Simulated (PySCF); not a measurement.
PH4 (charge +1).
InChI=1S/H3P/h1H3/p+1

The closed-shell ground state was solved at several levels (PySCF, density fitting, gas phase, non-relativistic). Isolated species at its PBE0-D3(BJ)/def2-SVP geometry, gas phase.

```tsv
level	basis functions	total energy (Eh)	HOMO (eV)	LUMO (eV)	gap (eV)
LC-wPBE/pcSseg-2	99	-343.3698	-22.06	-3.68	18.38
BHandHLYP/pcSseg-2	99	-343.4653	-20.48	-5.00	15.48
PBE0/STO-3G	13	-339.5186	-18.89	-1.43	17.46
PBE0/def2-TZVP	61	-343.3233	-19.13	-6.08	13.05
B97-2/pcSseg-2	99	-343.4926	-18.89	-6.10	12.79
PBE0/def2-SVP	38	-343.2028	-19.15	-5.57	13.58
wB97X-D/pcSseg-2	99	-343.4686	-21.08	-4.17	16.91
PBE0/6-311+G(2d,p)	59	-343.3225	-19.13	-6.01	13.12
PBE0/6-31G	21	-343.2467	-19.26	-5.25	14.01
PBE0/6-31G*	26	-343.2849	-19.22	-5.77	13.45
```

(1) What might CAM-B3LYP/pcSseg-2 (99 basis functions) give for the same quantities?

(2) Over all these levels, which gives the widest orbital gap and which the narrowest?

(3) How much does the basis alone move the frontier levels among the 6 PBE0 rows?

Answers

(1) Total energy -343.4718 Eh, HOMO -20.56 eV, LUMO -4.91 eV, gap 15.65 eV.

(2) LC-wPBE/pcSseg-2 (range-separated hybrid) has the widest, 18.38 eV, and B97-2/pcSseg-2 (global hybrid, 21 % exact exchange) the narrowest, 12.79 eV. The two share the basis. From the narrowest to the widest the HOMO moves by -3.17 eV and the LUMO by +2.42 eV.

(3) The HOMO by 0.37 eV and the LUMO by 4.65 eV. By rising basis size (HOMO, LUMO in eV): STO-3G -18.89, -1.43; 6-31G -19.26, -5.25; 6-31G* -19.22, -5.77; def2-SVP -19.15, -5.57; 6-311+G(2d,p) -19.13, -6.01; def2-TZVP -19.13, -6.08.

The pairwise dispersion term of wB97X-D wasn't added to the energies; at a given geometry it leaves orbitals and properties as they are.
